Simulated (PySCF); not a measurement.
# Aluminium: a sound run and one with changed settings

Sound run: Al [Ne] 3s2 3p1, Al+ [Ne] 3s2. Calculation: PySCF 2.14, in x2c-TZVPall (5s5p2d1f, 37 functions); scalar relativity by spin-free X2C-1e. The sound run starts from symmetry-adapted Hartree-Fock orbitals and uses a fine grid where one is needed.

A second run was set up differently.

```
species  method  sound run (hartree)  changed run (hartree)  converged
     Al     UHF           -242.31006             -242.31006        yes
     Al  r2SCAN           -242.76974             -242.77264        yes
     Al     LDA           -241.74411             -241.74410        yes
    Al+     UHF           -242.10475             -242.10475        yes
    Al+  r2SCAN           -242.54352             -242.54701        yes
    Al+     LDA           -241.52317             -241.52316        yes
```

Ionisation energy of Al:

```json
{"method": "UHF", "sound run (eV)": "5.587", "changed run (eV)": "5.587"}
{"method": "r2SCAN", "sound run (eV)": "6.156", "changed run (eV)": "6.140"}
{"method": "LDA", "sound run (eV)": "6.012", "changed run (eV)": "6.012"}
```

Q: What was changed?
A. too few SCF iterations
B. radial grid too coarse
C. level shift left on
D. all electrons correlated in a valence basis

A: B. It used radial step 0.3 in ln r (0.13 in the sound run). A coarse radial grid mis-integrates the density and the exchange-correlation energy, with errors of either sign; Hartree-Fock needs no grid.
